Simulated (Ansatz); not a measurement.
A ladder of methods for BN (SMILES B#N)

BN: 2 atoms, total charge 0, spin state triplet. SMILES: `B#N`. The shape is that of a PBE0-D4/def2-TZVP optimisation.

```xyz
2

B     0.0000    0.0000   -0.0235
N     0.0000    0.0000    1.2919
```

Quantity: the energy change with the B1–N2 bond stretched from 1.315 to 3.171 Å, in eV. The values are calculated.

```
         level                   kind  program  value (eV)  less FCI/6-31G
     UHF/6-31G           Hartree–Fock   Ansatz        1.37           -1.84
  UBHLYP/6-31G          global hybrid   Ansatz        3.38           +0.17
 RPA@PBE/6-31G                    RPA   Ansatz        2.92           -0.29
    UMP2/6-31G    perturbation theory   Ansatz        3.32           +0.11
UCCSD(T)/6-31G  coupled cluster or CI   Ansatz        3.19           -0.02
   UCCSD/6-31G  coupled cluster or CI   Ansatz        3.07           -0.14
     FCI/3-21G     exact in the basis   Ansatz        3.21            0.00
     FCI/6-31G     exact in the basis   Ansatz        3.21            0.00
```

FCI/6-31G is exact within its basis and frozen core, so for wave-function methods in that basis the difference is their error; functionals converge differently with the basis, so for them it is only a difference. The first shape isn't each level's own minimum. The values span 1.37 to 3.38 eV. Spin contamination of the reference (⟨S²⟩ at least 0.1 too high) touches UHF/6-31G, UBHLYP/6-31G, RPA@PBE/6-31G, UMP2/6-31G, UCCSD(T)/6-31G, UCCSD/6-31G. All rows use very small basis sets, so none should be taken for the real molecule's value.
